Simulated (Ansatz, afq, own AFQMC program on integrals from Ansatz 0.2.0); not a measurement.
# BH4, doublet in cc-pVTZ, levels against CCSDT(Q)

| atom | x (Å) | y (Å) | z (Å) |
| --- | --- | --- | --- |
| H | -1.9803 | 0.0000 | 0.0000 |
| H | -1.2353 | 0.0000 | 0.0000 |
| B | 0.1727 | 0.0000 | 0.0000 |
| H | 0.6818 | 0.0000 | 1.0770 |
| H | 0.6818 | 0.0000 | -1.0770 |

Basis cc-pVTZ. Only valence electrons are correlated. Ansatz 0.2.0 and our own AFQMC program on the same integrals; the CISD trial comes from CCSD amplitudes, and released means the phaseless constraint is let go. Uncertainties: one standard error, sampling alone.

Determinant: UHF, the one that the program's search chose, which needn't be the lowest solution. The geometry is a point of a scan.

No full CI on the walks' own integrals is used here; CCSDT(Q) serves as the reference and is uncertain by about the last step of the cluster series.

The T1 diagnostic is 0.0118, the weight of the determinant in the CISD state is 0.930 and the ⟨S²⟩ of the determinant is 0.768. The size of the correlated space is 7 electrons in 85 orbitals.

```csv
level,correlation energy (eV)
MP2,-3.4030
CCSD,-4.1138
CCSD(T),-4.1989
```

(1) Estimate where phaseless AFQMC with a CISD trial lies against CCSD(T) on the same integrals.

(1) 0.35 ± 0.05 kcal/mol below CCSD(T).

Reference: CCSDT(Q), correlation energy -4.217 eV. The released energy is read at 2.40 1/Eh (meV from the phaseless value at times in 1/Eh: 1.8 ± 1.5 at 0.24, 2.4 ± 1.7 at 0.51, 1.5 ± 1.9 at 0.99, 0.1 ± 1.9 at 1.62, -1.4 ± 1.3 at 2.40).

```
         level  E − E(reference) (kcal/mol)  share of correlation (%)
       CCSD(T)                         0.42                     99.56
         CCSDT                         0.04                     99.96
 ph-AFQMC/CISD                  0.07 ± 0.05                     99.93
released AFQMC                  0.04 ± 0.03                     99.96
```

A walk keeps the symmetry of its determinant, which the program's search chose and which needn't be the lowest solution, so a lower state of the same spin and another symmetry isn't excluded. Released energies are given only where the last usable release times agree within the noise; a slower fall can still hide under it.
